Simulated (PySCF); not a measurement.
# Löwdin shares of the frontier orbitals

Species: C5H5Cl.
Geometry (PBE0-D3(BJ)/def2-SVP, Å), atoms numbered from 1 in this order:
```
atom  x, y, z in Å
C1    -1.935   -0.112    0.303
C2    -0.559    0.384    0.434
C3     0.301    1.330    0.777
C4     0.842    0.112    0.246
C5     1.852   -0.666   -0.129
Cl6    3.509   -0.141   -0.005
H7    -2.670    0.628    0.647
H8    -2.143   -0.367   -0.748
H9    -2.056   -1.040    0.884
H10    0.489    2.323    1.177
H11    1.721   -1.668   -0.535
```

Computed with PySCF, TDDFT B3LYP/def2-SVPD, vertical, gas phase, core orbitals frozen in the response.

Frontier orbitals with the atoms that hold most of them (Löwdin shares over 4%, at most four atoms; ? is withheld):

| orbital | ε (eV) | atoms |
| --- | --- | --- |
| LUMO+2 | 0.73 | Cl6 43%, H10 16%, C5 14%, C3 12% |
| LUMO+1 | 0.15 | C1 33%, C2 13%, H7 10%, H9 10% |
| LUMO | -0.80 | C3 37%, C2 34%, H10 8%, C1 8% |
| HOMO | -5.62 | ? |
| HOMO-1 | -8.03 | ? |
| HOMO-2 | -8.84 | C4 29%, C2 17%, C3 16%, Cl6 11% |
| HOMO-3 | -8.92 | Cl6 63%, C5 15%, C3 7%, C2 6% |

Give the leading atoms of the HOMO-1.

Cl6 (bonded to C) 82%; C5 (bonded to C, Cl and H) 11%.

Give the leading atoms of the HOMO.

C5 (bonded to C, Cl and H) 32%; Cl6 (bonded to C) 23%; C4 (bonded to 3 C) 20%; C3 (bonded to 2 C and H) 10%. By element: carbon 63% or more, chlorine 23%.

The HOMO–LUMO gap is 4.81 eV. Where does the response calculation put the lowest singlet, and from which orbitals?

S1 is at 4.00 eV (f = 0.018), 0.81 eV below the gap, made of HOMO→LUMO (99%). Without the coupling terms of the response equations the lowest excitation would equal the gap.

One configuration dominates each of S1, S2 and S6. Which, and how do the shares of the two leading atoms of either orbital change from the occupied to the empty one?

- S1 (4.00 eV, f 0.018), HOMO→LUMO (99%): C5 32% → at most 8%, Cl6 23% → at most 8%, C3 10% → 37%, C2 at most 11% → 34%
- S2 (4.97 eV, f 0.0005), HOMO→LUMO+1 (97%): C5 32% → at most 11%, Cl6 23% → at most 11%, C1 at most 11% → 33%, C2 at most 11% → 13%
- S6 (6.43 eV, f 0.0000), HOMO-1→LUMO (84%): Cl6 82% → at most 8%, C5 11% → at most 8%, C3 at most 4% → 37%, C2 at most 4% → 34%

Löwdin shares depend on the basis, the more so with diffuse functions.

On an Arm Neoverse V2 with one thread, no GPU, on a shared host, this took 14 s wall.
